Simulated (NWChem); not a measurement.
Species: NO cation

```xyz
2

N      0.0000     0.0000    -0.5714
O      0.0000     0.0000     0.5013
```
Atoms are numbered in this order, from 1.

Structure relaxed at the B3LYP/6-31G* (spherical d) level.

Problem. List the 4 lowest vertical singlet excitations from PBE/aug-cc-pVDZ, TDA (NWChem).

Solution. 
```json
[
 {"state": "S1", "energy (eV)": "9.86", "oscillator strength": "0.017", "leading excitation (squared amplitude)": "HOMO → LUMO (0.97)"},
 {"state": "S2", "energy (eV)": "9.86", "oscillator strength": "0.017", "leading excitation (squared amplitude)": "HOMO → LUMO+1 (0.97)"},
 {"state": "S3", "energy (eV)": "10.62", "oscillator strength": "0.000", "leading excitation (squared amplitude)": "HOMO−2 → LUMO (0.50)"},
 {"state": "S4", "energy (eV)": "11.18", "oscillator strength": "0.000", "leading excitation (squared amplitude)": "HOMO−2 → LUMO (0.50)"}
]
```
